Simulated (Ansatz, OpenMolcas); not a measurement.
## Predicting a hybrid from its neighbours: C2H3NO (Nitrosoethylene)

C2H3NO: 7 atoms, total charge 0, spin state singlet. SMILES: `C=CN=O`. Geometry: relaxed at PBE0-D4/def2-TZVP. This is one conformer, not always the lowest.

The HOMO–LUMO gap y, in eV, basis def2-SVPD; a is the functional's share of exact exchange. Programs: Ansatz 0.2.0, OpenMolcas 26.06.

| functional | program | a | y (eV) |
| --- | --- | --- | --- |
| PBE | Ansatz | 0 | 0.98 |
| TPSS | OpenMolcas | 0 | 1.26 |
| B3LYP | Ansatz | 0.2 | ? |
| r2SCAN0 | Ansatz | 0.25 | 4.12 |
| PBE0 | Ansatz | 0.25 | 3.82 |
| BHLYP | Ansatz | 0.5 | 6.81 |

Task: Fit y = c + s·a to the known rows and predict B3LYP.

Result: 
1. Means of the 5 rows: a = 0.2000, y = 3.398.
2. Σ(Δa)² = 0.175, Σ(Δa·Δy) = 1.992, so the slope is 1.992/0.175 = 11.383.
3. Intercept: 3.398 − (11.383) × 0.2000 = 1.121. The largest residual of the fit is 0.15.
4. B3LYP: 1.121 + (11.383) × 0.2 = 3.40 eV.

The run gave 3.32 eV, so the prediction is off by +0.08 eV, within the largest residual. Exact exchange lowers occupied levels and raises empty ones. The rows mix families of semi-local functionals, which the line can't see.
